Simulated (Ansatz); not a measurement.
Input for Ansatz (development build ahead of 0.2.0):

```yaml
crystal:
  periodic: [false, false, false]
  atoms:
    - { symbol: P, position_ang: [0.0, 0.0, 0.0] }
    - { symbol: Li, position_ang: [0.0, 1.966, 1.1351] }
    - { symbol: Li, position_ang: [0.0, -1.966, 1.1351] }
basis:
  gaussian: { orbitals: pcseg-2 }
total_charge: 1
hamiltonian:
  xc: { name: wB97X }
```

The input is written out in the form of the current development build from the run's settings.

Output:

```json
{"Converged": "yes", "Total energy": "-356.13259 hartree", "Spin squared of the determinant": "0.000", "Stability test": "minimum among restricted orbitals"}
```

Caution: an unrestricted determinant lies well below.
